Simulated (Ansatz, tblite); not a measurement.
# The cluster Tl₂H₂: a ladder of methods and basis sets

How do method and basis change the picture of the cluster Tl₂H₂ (singlet)?

Program: Ansatz 0.2.0, Gaussian basis. Level of theory: as each input shows. These are calculated values, not measurements.

Levels to be run: GFN1-xTB, GFN2-xTB, PBE-D4/def2-TZVP, r2SCAN-D4/def2-TZVP, r2SCAN0-D4/def2-TZVP, r2SCANh-D4/def2-TZVP, BHLYP-D4/def2-TZVP, ωB97M-V/def2-TZVP, ωB97X-V/def2-TZVP, PBE-D4/def2-SVP, PBE0-D4/def2-SVP, PBE0-D4/def2-TZVPD, PBE-D4/def2-TZVPD, r2SCAN-D4/def2-TZVPD, CCSD(T)/def2-TZVPP, MP2/def2-TZVP, RPA/def2-TZVP, CCSD(T)/def2-TZVPD.

1 further run of the same task is left out (set aside as unsound or not needed). Runs told in other sessions of the task aren't counted.

**1. The relaxed structure**

The singlet was relaxed beforehand with PBE0-D4/def2-TZVP. At that level it is the lowest of the isomers that a small search found.

4 atoms, charge 0, spin multiplicity 1.

Bond lengths: Tl1–Tl2 3.445 Å.

Tl takes a core potential in the def2 sets. No spin-orbit coupling is included.

PBE0-D4/def2-TZVP was run before; its log isn't repeated, and its numbers join the tables.

**2. GFN1-xTB**

Tight binding, by tblite at 300 K electronic temperature and without a spin-polarisation term:

```python
tblite.interface.Calculator('GFN1-xTB', numbers, positions, charge=0, uhf=0).singlepoint()
```

Energy -95.2676 eV, HOMO -8.72 eV, LUMO -6.01 eV; 0.002 s.

**3. GFN2-xTB**

Tight binding, by tblite at 300 K electronic temperature and without a spin-polarisation term:

```python
tblite.interface.Calculator('GFN2-xTB', numbers, positions, charge=0, uhf=0).singlepoint()
```

Energy -114.5775 eV, HOMO -9.67 eV, LUMO -4.78 eV; 0.001 s.

**4. PBE-D4/def2-TZVP**

start.molden holds the orbitals of an earlier run on this state, given as this run's starting guess.

The input, in.yaml:

```yaml
crystal:
  periodic: [false, false, false]
  atoms:
    - {symbol: Tl, position_ang: [-0.221182, 0.225582, -0.084660]}
    - {symbol: Tl, position_ang: [1.353308, -0.040967, -3.137401]}
    - {symbol: H, position_ang: [-0.050208, -0.953786, -1.837601]}
    - {symbol: H, position_ang: [1.181582, 1.139372, -1.385038]}
basis:
  gaussian: {orbitals: def2-TZVP, initial_orbitals: start.molden}
hamiltonian: {xc: pbe, dispersion: d4}
scf: {omitted_lower_state_checks: [starts]}
output: {forces: true, orbitals: {seedname: orbitals}}
```

On the command line:

```bash
$ ansatz run in.yaml --threads 4 --pin off --events-out ev --progress --plain --max-ram 3916MiB
```

The runs that follow: r2SCAN-D4/def2-TZVP; r2SCAN0-D4/def2-TZVP; r2SCANh-D4/def2-TZVP; BHLYP-D4/def2-TZVP; ωB97M-V/def2-TZVP; ωB97X-V/def2-TZVP; PBE-D4/def2-SVP; PBE0-D4/def2-SVP; PBE0-D4/def2-TZVPD; PBE-D4/def2-TZVPD; r2SCAN-D4/def2-TZVPD; CCSD(T)/def2-TZVPP; MP2/def2-TZVP; RPA/def2-TZVP; CCSD(T)/def2-TZVPD.

**Question.** What will the summary of the whole plan be? Wanted: gap in def2-TZVP, named functionals, smallest and largest; correlation energy, CCSD(T)/def2-TZVPP; correlation energy, MP2/def2-TZVP; correlation energy, CCSD(T)/def2-TZVPD; binding an atom, CCSD(T)/def2-TZVPP; PBE0 total energy, smallest basis above largest.

As calculated:

| quantity | value |
| --- | --- |
| gap in def2-TZVP, named functionals, smallest and largest | 2.16 eV (PBE-D4), 7.19 eV (ωB97X-V) |
| correlation energy, CCSD(T)/def2-TZVPP | -20.14 eV |
| correlation energy, MP2/def2-TZVP | -20.55 eV |
| correlation energy, CCSD(T)/def2-TZVPD | -19.99 eV |
| binding an atom, CCSD(T)/def2-TZVPP | 1.568 eV |
| PBE0 total energy, smallest basis above largest | 0.32 eV (def2-SVP, def2-TZVPD) |

Orbital gaps of the named functionals in def2-TZVP span 2.16 eV (PBE-D4) to 7.19 eV (ωB97X-V); exact exchange widens it. The functionals in def2-TZVP miss CCSD(T)/def2-TZVPP by -0.005 (BHLYP-D4) to +0.046 eV (PBE-D4) an atom. The reference is CCSD(T) in one finite basis, so it carries an error of its own, often a tenth of an eV or more, and near misses can't be ranked.
